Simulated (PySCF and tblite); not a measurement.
Values are calculated unless marked as measured or tabulated.
System: C₄H₅ClS, numbered as in [CH2:1]=[C:2]([Cl:3])[C:4]([CH3:5])=[S:6].

For the rotation about the C2–C4 bond (torsion C1–C2–C4–C5 from -180° to 0°, rising): electronic barrier 4.41 kcal/mol, zero-point change -0.25 kcal/mol, thermal and entropy terms at 350 K a further 0.26 kcal/mol (symmetry numbers apart). The minimum is Cs, the saddle C1. Level: PBE0/pcSseg-1 + D3(BJ) on B3LYP-D3(BJ)/def2-SVP stationary points, with GFN2-xTB thermal terms. Rates follow Eyring's equation with the number of equivalent paths and no tunnelling. (PySCF 2.14 with density fitting, tblite 0.8.)

Task: How many equivalent paths lead out of the minimum?

Result: 2: the symmetry number of the minimum is 1, that of the saddle displaced along its mode 1, and the displaced saddle is chiral while the minimum is not, which doubles the count.

Task: Work out the rate at 350 K.

Result: ΔG‡ = 4.42 kcal/mol; k_B T/h = 7.3×10¹² s⁻¹; exp(−ΔG‡/RT) = 0.0017; times 2 gives k = 2.5×10¹⁰ s⁻¹. Wigner's tunnelling factor for the 50i cm⁻¹ mode would be 1.00.
